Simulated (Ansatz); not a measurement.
**C3H2F2: small, medium and large basis sets**

The task here is to estimate one member of a computed series from the others.

Method: one geometry, several basis sets; program: Ansatz 0.2.0, Gaussian basis.

Levels to be run: PBE0-D4/def2-SVP; ωB97M-V/def2-SVP; PBE0-D4/def2-QZVPP; ωB97M-V/def2-QZVPP; the functionals' def2-TZVPP values are taken from earlier runs.

## The geometry

An earlier PBE0-D4 in a triple-zeta def2 set relaxation fixed the geometry.

7 atoms, charge 0, spin multiplicity 1.

Atoms are counted from 1 here; the program's logs count them from 0.

Bond lengths: F1–C2 1.355 Å, C2–F3 1.355 Å, C2–C4 1.439 Å, C2–C5 1.439 Å, C4–C5 1.312 Å, C4–H6 1.078 Å, C5–H7 1.078 Å. Angles: F1–C2–F3 106.1°, F1–C2–C4 122.4°, F1–C2–C5 122.4°, F3–C2–C4 122.4°, F3–C2–C5 122.4°, C4–C2–C5 54.2°, C2–C4–C5 62.9°, C2–C4–H6 148.9°, C5–C4–H6 148.2°, C2–C5–C4 62.9°, C2–C5–H7 148.9°, C4–C5–H7 148.2°.

Set-up of the first run:

File in.yaml:

```yaml
crystal:
  periodic: [false, false, false]
  atoms:
    - {symbol: F, position_ang: [-0.117878, -1.814169, 0.277335]}
    - {symbol: C, position_ang: [0.289654, -0.522265, 0.304158]}
    - {symbol: F, position_ang: [1.388781, -0.492233, 1.095894]}
    - {symbol: C, position_ang: [-0.634136, 0.578919, 0.226162]}
    - {symbol: C, position_ang: [0.125882, 0.360914, -0.820675]}
    - {symbol: H, position_ang: [-1.406320, 1.171635, 0.690282]}
    - {symbol: H, position_ang: [0.415318, 0.649099, -1.818755]}
basis:
  gaussian: {orbitals: def2-SVP}
hamiltonian: {xc: pbe0, dispersion: d4}
output: {orbitals: {seedname: orbitals}}
```

Command:

```bash
$ ansatz run in.yaml --threads 2 --pin off --events-out ev --progress --plain --max-ram 4352MiB
```

Among the steps run: PBE0-D4 in def2-SVP; ωB97M-V in def2-SVP; PBE0-D4 in def2-QZVPP; ωB97M-V in def2-QZVPP.

One table of the session follows, with a row left open; its other results are not shown here.

It belongs to the step «Density functionals: the series». 

```
functional       basis  HOMO (eV)
   PBE0-D4    def2-SVP      -8.51
   PBE0-D4  def2-TZVPP      -8.62
   PBE0-D4  def2-QZVPP          ?
   ωB97M-V    def2-SVP     -10.81
   ωB97M-V  def2-TZVPP     -10.94
   ωB97M-V  def2-QZVPP     -10.99
```

**Question.** Estimate the row for PBE0-D4, def2-QZVPP.

As computed: HOMO (eV): -8.66. In the column «HOMO (eV)» it lies between ωB97M-V, def2-SVP (-10.81) and PBE0-D4, def2-TZVPP (-8.62).
